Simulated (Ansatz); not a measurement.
The input, for Ansatz 0.2.0:

```yaml
crystal:
  periodic: [false, false, false]
  atoms:
    - {symbol: Cr, position_ang: [0.000000, 0.000000, 0.000000]}
    - {symbol: O, position_ang: [0.000000, 0.000000, 1.568800]}
basis:
  gaussian: {orbitals: def2-SVP}
total_charge: 1
magnetization: {spin_polarized: true, initial_magnetization: 1}
hamiltonian: {xc: {name: PBE0}}
output: {orbitals: {seedname: orbitals}}
```

```sh
$ ansatz run in.yaml --threads 1 --pin off --events-out ev --progress --plain --max-ram 4096MiB --backend cpu
```

Log:

```
485 factors; integrals over basis functions are off by at most 1.8e-3 eV
mean field evaluation 1: about -30428.3008 eV, gradient 6.6e1 eV
mean field evaluation 2: about -30210.4978 eV, gradient 1.9e2 eV
mean field evaluation 4: about -30443.4683 eV, gradient 1.5e1 eV
mean field evaluation 8: about -30444.2351 eV, gradient 4.1e-1 eV
mean field evaluation 16: about -30444.4302 eV, gradient 3.2e0 eV
mean field evaluation 32: about -30444.7065 eV, gradient 3.1e-3 eV
mean field evaluation 64: about -30444.5007 eV, gradient 7.4e-2 eV
mean field evaluation 96: about -30444.7051 eV, gradient 1.6e-1 eV
mean field evaluation 128: about -30444.5844 eV, gradient 1.5e-1 eV
mean field evaluation 160: about -30444.6699 eV, gradient 1.5e0 eV
mean field -30444.70647072 eV, -1118.8223266358 hartree, gradient 4.3e-6 eV, S^2 1.638851; 13 other end points of the search recorded, 0 dependent functions left out
reference -30444.70650972 eV, -1118.8223280688 hartree; 16, 15 occupied and 29, 30 virtual orbitals, 485 factors
Total energy: -30444.70650972 eV, -1118.8223280688 hartree
```

Ran on 1 thread of AMD EPYC 7R13, shared host: 14 s wall, 0.15 GiB peak host memory.
